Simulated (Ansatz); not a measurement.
```yaml
crystal:
  periodic: [false, false, false]
  atoms:
    - {symbol: As, position_ang: [0.000000, 0.000000, 0.000000]}
    - {symbol: Na, position_ang: [0.000000, 0.000000, 2.594700]}
basis:
  gaussian: {orbitals: def2-TZVP}
hamiltonian: {xc: pbe0}
relax: {f_tol: 0.004, max_steps: 80}
```

```sh
$ ansatz run in.yaml --threads 1 --pin off --events-out ev --progress --plain --max-ram 2176MiB
```

Steps of the relaxation (energy above the last step; positions in Å, forces in eV/Å):

```
2
step 1, 32.8 meV
As    0.000    0.000    0.000    0.000    0.000   -0.574
Na    0.000    0.000    2.595    0.000    0.000    0.574
```

```
2
step 2, 2.9 meV
As    0.000    0.000   -0.042    0.000    0.000   -0.156
Na    0.000    0.000    2.637    0.000    0.000    0.156
```

```
2
step 3, 0.1 meV
As    0.000    0.000   -0.058    0.000    0.000   -0.025
Na    0.000    0.000    2.652    0.000    0.000    0.025
```

```
2
step 4, 0.0 meV
As    0.000    0.000   -0.061    0.000    0.000    0.000
Na    0.000    0.000    2.656    0.000    0.000    0.000
```

Close pairs at the end: As1–Na2 2.717 Å.

A stationary point of restricted PBE0 after 4 steps (its stability towards spin polarisation wasn't tested). 8.5 s on 1 thread of Intel Xeon Platinum 8488C, shared host.
